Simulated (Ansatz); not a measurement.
Consider the isomerisation: `CCC#N` → `[C-]#[N+]CC`.

Gas-phase electronic energies from Ansatz, PBE0-D4/def2-TZVP geometries. CCSD(T)/CBS is the MP2 limit (def2-TZVPP, def2-QZVPP) plus CCSD(T) − MP2 in def2-TZVPP, frozen cores. DFT in def2-TZVPP. B3LYP here is the variant with VWN-RPA as its local correlation; programs differ in this.

`CCC#N`:

Cartesian coordinates in Å:
```
C -1.010 -0.152 0.005
C 0.499 -0.374 0.058
C 1.248 0.863 -0.099
N 1.823 1.851 -0.225
H -1.306 0.282 -0.950
H -1.529 -1.103 0.128
H -1.332 0.522 0.800
H 0.817 -1.063 -0.729
H 0.791 -0.826 1.010
```

`[C-]#[N+]CC`:

```xyz
9

C     2.297   -1.140    0.280
N     1.429   -0.386    0.092
C     0.351    0.504   -0.130
C    -0.992   -0.181    0.050
H     0.455    1.341    0.566
H     0.448    0.908   -1.141
H    -1.093   -0.573    1.063
H    -1.100   -1.008   -0.652
H    -1.796    0.535   -0.128
```

| level | ΔE (kcal/mol) |
| --- | --- |
| LDA (SPW92) | 22.3 |
| PBE-D4 | 22.8 |
| revPBE-D4 | 22.3 |
| r2SCAN0-D4 | 21.8 |
| BHLYP-D4 | 20.2 |
| PBE-QIDH | 22.8 |
| B3LYP | 21.5 |
| SCS-MP2/def2-QZVPP | 23.7 |

Q: What does CCSD(T)/CBS give? (Estimate.)

A: Computed: +22.1 kcal/mol. The listed levels differ from it by 0.2, 0.7, 0.2, -0.3, -1.9, 0.7, -0.6, 1.6 kcal/mol.

Q: What do rigid-rotor, harmonic-oscillator terms from PBE0-D4/def2-TZVP frequencies (298.15 K, 1 bar) make of the CCSD(T)/CBS value? (Best estimate.)

A: Computed: ΔZPE = -0.2 kcal/mol, ΔH = +22.0 kcal/mol, ΔS = 2 J/(mol·K), ΔG = +21.8 kcal/mol.

Largest T1 diagnostic among the species: 0.012.

From BLYP to BHLYP (50 % exact exchange), in def2-TZVPP and without D4, ΔE moves by −1.8 kcal/mol. In def2-TZVPP, CCSD(T) changes the Hartree–Fock value by +4.4 kcal/mol (the triples alone add +0.3 kcal/mol) and MP2 by +7.0 kcal/mol.
